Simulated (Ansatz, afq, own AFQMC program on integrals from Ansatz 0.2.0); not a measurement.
## Where AFQMC and coupled cluster stand for Sc, doublet

A free Sc atom.

Basis def2-TZVP. Only valence electrons are correlated. Ansatz 0.2.0 and our own AFQMC program on the same integrals; the CISD trial comes from CCSD amplitudes, and released means the phaseless constraint is let go. Free projection: walkers drawn from exp(T), propagated without any constraint. Its projection time is finite, and what remains of the start isn't in its error. Uncertainties: one standard error, sampling alone. The metal's outer-core s and p shells are frozen, which shifts wave-function levels against functionals.

Determinant: ROHF, the one that the program's search chose, which needn't be the lowest solution.

Full CI on the same integrals is exact in this basis and with this determinant's frozen core.

Cautions: no relativity below Rb; outer-core shells of the metal frozen.

* T1 diagnostic: 0.0252
* weight of the determinant in the CISD state: 0.920
* size of the correlated space: 3 electrons in 36 orbitals

Reference: full CI, correlation energy -1.060 eV. The released energy is read at 2.40 1/Eh (meV from the phaseless value at times in 1/Eh: 2 ± 5 at 0.24, 3 ± 5 at 0.51, 0 ± 5 at 0.99, 8 ± 6 at 1.62, -1 ± 6 at 2.40).

```tsv
level	E − E(reference) (kJ/mol)	share of correlation (%)
HF	102.3	0.00
MP2	32.9	67.80
CCSD	3.6	96.45
CCSD(T)	1.4	98.65
ph-AFQMC/CISD	1.1 ± 0.3	98.95
released AFQMC	0.9 ± 0.5	99.09
free AFQMC	0.4 ± 0.2	99.58
```

Free projections are given only where their last times agree within the noise and don't stop above the reference; a slow remainder of the start can still hide under it. A walk keeps the symmetry of its determinant, which the program's search chose and which needn't be the lowest solution, so a lower state of the same spin and another symmetry isn't excluded. Released energies are given only where the last usable release times agree within the noise; a slower fall can still hide under it.
